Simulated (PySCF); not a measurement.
Compound: C₃H₅FS.
Bonds: C1–C2 (double), C2–S3, S3–C4, C4–F5. Hydrogens: H6, H7 on C1; H8 on C2; H9, H10 on C4.

The same species was optimised twice, with GFN2-xTB and with PBE0-D3(BJ)/def2-SVP (PySCF), and the same property calculations (PySCF, gas phase) were run on both structures.

| coordinate | GFN2-xTB | PBE0-D3(BJ)/def2-SVP | change |
| --- | --- | --- | --- |
| S3–C4 (Å) | 1.814 | 1.794 | -0.020 |
| C2–H8 (Å) | 1.079 | 1.095 | +0.016 |
| C1–H6 (Å) | 1.076 | 1.092 | +0.016 |
| C1–H7 (Å) | 1.076 | 1.092 | +0.016 |
| C1=C2 (Å) | 1.321 | 1.336 | +0.015 |
| C4–H9 (Å) | 1.093 | 1.103 | +0.010 |
| C4–H10 (Å) | 1.092 | 1.102 | +0.010 |
| C4–F5 (Å) | 1.361 | 1.365 | +0.004 |
| C2–S3 (Å) | 1.757 | 1.755 | -0.002 |
| C1–C2–H8 (°) | 122.7 | 120.9 | -1.8 |
| C2–S3–C4 (°) | 103.1 | 101.5 | -1.6 |
| H9–C4–H10 (°) | 111.8 | 110.3 | -1.5 |
| S3–C2–H8 (°) | 109.7 | 111.2 | +1.5 |
| H6–C1–H7 (°) | 116.1 | 117.7 | +1.6 |
| F5–C4–H10 (°) | 107.9 | 109.4 | +1.5 |
| S3–C4–F5 (°) | 112.8 | 113.8 | +1.0 |
| C2–C1–H6 (°) | 123.6 | 122.7 | -0.9 |
| C1–C2–S3–C4 (°) | 10 | 16 | +6 |
| C2–S3–C4–F5 (°) | -74 | -73 | +1 |

Rotational constants: A = 5612, B = 3345, C = 2273 MHz (GFN2-xTB) against A = 5480, B = 3475, C = 2297 MHz (PBE0-D3(BJ)/def2-SVP). Point groups within 0.08 Å: C1 and C1.

On the GFN2-xTB structure: HOMO (eV) -6.72 [PBE0/pcSseg-1]; LUMO (eV) -0.02 [PBE0/pcSseg-1]; dipole (D) 1.53 [PBE0/pcSseg-1]; GIAO shielding of C1 (ppm) 72.2 [PBE0/pcSseg-1]; GIAO shielding of C2 (ppm) 46.9 [PBE0/pcSseg-1]; GIAO shielding of S3 (ppm) 400.1 [PBE0/pcSseg-1]; GIAO shielding of C4 (ppm) 96.6 [PBE0/pcSseg-1]; GIAO shielding of F5 (ppm) 393.0 [PBE0/pcSseg-1].

What do these properties become on the PBE0-D3(BJ)/def2-SVP structure?

| property | level | on GFN2-xTB | on PBE0-D3(BJ)/def2-SVP | change |
| --- | --- | --- | --- | --- |
| HOMO (eV) | PBE0/pcSseg-1 | -6.72 | -6.74 | -0.02 |
| LUMO (eV) | PBE0/pcSseg-1 | -0.02 | -0.12 | -0.10 |
| dipole (D) | PBE0/pcSseg-1 | 1.53 | 1.53 | 0.00 |
| energy, GFN2-xTB geometry as zero (kcal/mol) | PBE0/pcSseg-1 | 0.0 | -0.5 | -0.5 |
| GIAO shielding of C1 (ppm) | PBE0/pcSseg-1 | 72.2 | 66.4 | -5.8 |
| GIAO shielding of C2 (ppm) | PBE0/pcSseg-1 | 46.9 | 42.2 | -4.7 |
| GIAO shielding of S3 (ppm) | PBE0/pcSseg-1 | 400.1 | 409.0 | +8.9 |
| GIAO shielding of C4 (ppm) | PBE0/pcSseg-1 | 96.6 | 95.9 | -0.7 |
| GIAO shielding of F5 (ppm) | PBE0/pcSseg-1 | 393.0 | 387.9 | -5.1 |

The heavy atoms differ by 0.042 Å rms after alignment. Among all bonds S3–C4 changes most (-0.020 Å). Changes are differences of the printed values. Neither structure is proved a minimum here.

Shape of the structure used: `[CH2:1]=[CH:2][S:3][CH2:4][F:5]`: C1–C2–S3–C4 16°, C2–S3–C4–F5 -73°.
